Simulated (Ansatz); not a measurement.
Relaxation of AlClFH (4 atoms, charge 0, multiplicity 1), to a largest force component of 0.03 eV/Å in at most 50 steps.

Theory: Ansatz 0.2.0, RKS BHLYP-D4/def2-mTZVP.

```xyz
4
Properties=species:S:1:pos:R:3:forces:R:3
Al 0.245 0.000 0.050 1.16 0.00 1.08
F 0.663 0.000 1.642 -1.36 0.00 0.52
H 1.745 0.000 -0.260 0.20 0.00 -1.61
Cl -1.621 0.000 -0.836 0.00 0.00 0.01
```

Question: Where does it end, and by what steps?

Answer: The run converged. After 4 steps the energy has fallen by 0.631 eV; H3 moved furthest, 0.35 Å.

```
step  energy less start (eV)  largest force component (eV/Å)  accepted
   0                  0.0000                           1.611       yes
   1                 -0.4824                           1.122       yes
   2                 -0.6115                           0.859       yes
   3                 -0.6256                           0.523       yes
   4                 -0.6307                           0.014       yes
```

```xyz
4
Properties=species:S:1:pos:R:3
Al 0.387 0.000 0.175
F 0.384 0.000 1.807
H 1.723 0.000 -0.608
Cl -1.462 0.000 -0.778
```

Whether the end is a true minimum wasn't checked by a vibrational analysis.

Run time: 5.8 s on 1 thread of Intel(R) Xeon(R) 6975P-C (Granite Rapids), with other jobs on the host, peak memory 0.15 GiB.
